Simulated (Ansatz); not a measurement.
Two isomers of C3H5N: A = `C1=NCC1`, B = `[C-]#[N+]CC`.

Isolated molecules relaxed with PBE0-D4/def2-TZVP in Ansatz; ΔE leaves out vibrations. CCSD(T)/CBS is the MP2 limit (def2-TZVPP, def2-QZVPP) plus CCSD(T) − MP2 in def2-TZVPP, frozen cores. DFT in def2-TZVPP. B3LYP here is the variant with VWN-RPA as its local correlation; programs differ in this.

A:

Z-matrix (Å, degrees):
```
C
N 1 1.485
C 1 1.968 2 40.6
C 1 1.547 2 89.1 3 0.0
H 1 1.092 2 112.6 3 -118.0
H 1 1.092 2 112.6 3 118.0
H 3 1.090 2 126.2 1 180.0
H 4 1.092 1 116.3 2 114.7
H 4 1.092 1 116.3 2 -114.7
```

B:

```xyz
9

C     1.9269   -1.6622   -0.4231
N     1.0010   -0.9628   -0.5216
C    -0.1221   -0.1037   -0.6070
C    -0.4191    0.5689    0.7208
H     0.0802    0.6399   -1.3822
H    -0.9767   -0.6978   -0.9409
H     0.4299    1.1707    1.0476
H    -0.6321   -0.1736    1.4909
H    -1.2880    1.2206    0.6156
```

**Question.** Which isomer does CCSD(T)/CBS put lower? Give the gap. (An estimate is asked.)

**Answer.** Computed: B, by 10.8 kcal/mol.

**Question.** Give E(B) − E(A) in kcal/mol with B3LYP-D4, CCSD(T)/def2-SVP, CCSD(T)/def2-TZVPP, ωB97M-V, HF/def2-TZVPP, LDA (SPW92), r2SCAN-D4. (Best estimate.)

**Answer.** Ansatz gave: B3LYP-D4 -12.5, CCSD(T)/def2-SVP -13.5, CCSD(T)/def2-TZVPP -11.4, ωB97M-V -11.2, HF/def2-TZVPP -21.2, LDA (SPW92) -0.3, r2SCAN-D4 -8.9. None reverses the order clearly.

**Question.** Does the order hold for the free energy at 298.15 K (harmonic terms from PBE0-D4)? (Estimate.)

**Answer.** Ansatz gave: Yes: G(B) − G(A) = -12.3 kcal/mol.

Largest T1 diagnostic: 0.012.

In def2-TZVPP, CCSD(T) changes the Hartree–Fock value by +9.8 kcal/mol (the triples alone add +1.0 kcal/mol) and MP2 by +10.4 kcal/mol. From BLYP to BHLYP (50 % exact exchange), in def2-TZVPP and without D4, E(B) − E(A) moves by −1.0 kcal/mol.
